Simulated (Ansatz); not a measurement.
A made-up structure of B₂SiH₄, closed shell:

```xyz
7
angstrom
B -0.3771 1.2005 -0.2678
Si -0.4891 -0.6295 -0.5160
B 0.7345 0.0044 0.6020
H -1.0659 -1.8231 -1.0250
H -1.0159 2.1424 -0.1027
H 1.5731 -0.3105 1.3836
H 0.7269 -1.0444 -0.2035
```

It is relaxed with PBE-D4/def2-SVP and then PBE0-D4/def2-TZVP (Ansatz 0.2.0). Atoms count as bonded within 1.22 times the sum of their covalent radii (H–H: 0.88 Å). The end point is not checked to be a true minimum.

Question: Does its bonding change? (Judge from chemistry; the calculation decides.)

Answer: By the calculation: No: no bond forms or breaks.

Where it ends: The first stage lowers the energy by 1.90 eV in 7 steps. It ends as B₂SiH₄ ([H]1[BH]2[BH][SiH]12):
```csv
atom,x (Å),y (Å),z (Å)
B1,-0.4132,1.0665,-0.0380
Si2,-0.7116,-0.6098,-0.6963
B3,0.7006,0.0383,0.5186
H4,-0.9786,-1.9673,-1.2479
H5,-0.7782,2.1885,-0.0169
H6,1.6602,0.0153,1.2227
H7,0.6073,-1.1916,0.1283
```

Labels in which every atom is bracketed show which atoms are joined, not bond orders.

For scale, one of the runs: PBE0-D4/def2-TZVP relaxation, 123 basis functions, launched by `ansatz run in.yaml --threads 2 --pin off --events-out ev --progress --plain --max-ram 4352MiB`. The run took about 12 s on 2 CPU threads of an Arm Neoverse V2 (shared host).
